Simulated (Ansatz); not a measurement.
# CH4ClSi: the cost of one run

Method: UKS BLYP-D4/def2-SVPD, in Ansatz 0.2.0.

## (1) Starting point

Bond lengths: C1–Si2 1.748 Å, Si2–Cl3 2.034 Å, C1–H4 1.056 Å, C1–H5 1.126 Å, Si2–H6 1.499 Å, Si2–H7 1.500 Å. Angles: C1–Si2–Cl3 101.3°, C1–Si2–H6 113.1°, C1–Si2–H7 112.0°, Cl3–Si2–H6 109.3°, Cl3–Si2–H7 109.1°, H6–Si2–H7 111.5°, Si2–C1–H4 120.4°, Si2–C1–H5 120.2°, H4–C1–H5 119.3°.

Coordinates:

```xyz
7

C    -0.9151    0.0267   -0.5409
Si    0.6532    0.0816    0.2301
Cl    0.4600   -1.3805    1.6303
H    -1.0691   -0.5729   -1.3964
H    -1.7534    0.6776   -0.1651
H     0.9280    1.3880    0.9117
H     1.7576   -0.2885   -0.7154
```

## (2) Relaxing the start

input.yaml

```yaml
crystal:
  periodic: [false, false, false]
  atoms:
    - { symbol: C, position_ang: [-0.9151, 0.0267, -0.5409] }
    - { symbol: Si, position_ang: [0.6532, 0.0816, 0.2301] }
    - { symbol: Cl, position_ang: [0.46, -1.3805, 1.6303] }
    - { symbol: H, position_ang: [-1.0691, -0.5729, -1.3964] }
    - { symbol: H, position_ang: [-1.7534, 0.6776, -0.1651] }
    - { symbol: H, position_ang: [0.928, 1.388, 0.9117] }
    - { symbol: H, position_ang: [1.7576, -0.2885, -0.7154] }
magnetization:
  spin_polarized: true
  initial_magnetization: 1
basis:
  gaussian: { orbitals: def2-SVPD }
hamiltonian:
  xc: blyp
  dispersion: d4
relax:
  f_tol: 0.02
  max_steps: 40
```

Run with:

```console
> ansatz run input.yaml --threads 2 --pin off --max-ram 3072MiB --backend cpu --events-out ev --progress --plain --runs-dir out
```

**Question.** How long does this run take on 2 threads of Arm Neoverse N1, shared host, and how much memory does it need?

About 29 s, with a peak of 0.15 GiB.
